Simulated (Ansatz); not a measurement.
A made-up structure of CH₅OS (charge +1), singlet:

```xyz
8
angstrom
C -0.4392 1.0876 -0.2538
O -0.1975 -0.1147 0.5603
S 0.6794 -1.2362 -0.1122
H -0.9836 0.8180 -1.1574
H 0.5067 1.5791 -0.4757
H -1.0523 1.7057 0.3963
H -0.1175 0.4884 -1.0668
H 1.5599 -1.5026 0.8892
```

It is relaxed with PBE-D4/def2-SVP and then PBE0-D4/def2-TZVP (Ansatz 0.2.0). Atoms count as bonded within 1.22 times the sum of their covalent radii (H–H: 0.88 Å). The end point is not checked to be a true minimum.

Problem. Does its bonding change? (Judge from chemistry; the calculation decides.)

Solution. By the calculation: Yes. Formed: S3–H7; broken: C1–H7.

Where it ends: The first stage lowers the energy by 4.20 eV in 15 steps. It ends as CH₅OS ([CH3][O][SH2]), total charge +1:
```
8
angstrom
C -0.4175 1.2731 -0.0655
O -0.5727 -0.0431 0.5448
S 0.3189 -1.2347 0.0789
H -0.6390 1.2065 -1.1317
H 0.5933 1.6404 0.1176
H -1.1513 1.8926 0.4431
H 0.2413 -1.1909 -1.2835
H 1.5829 -0.7187 0.0761
```

Labels in which every atom is bracketed show which atoms are joined, not bond orders.

For scale, one of the runs: PBE0-D4/def2-TZVP relaxation, 129 basis functions, launched by `ansatz run in.yaml --threads 2 --pin off --events-out ev --progress --plain --max-ram 4352MiB`. The run took about 14 s on 2 CPU threads of an Arm Neoverse V1 (shared host).
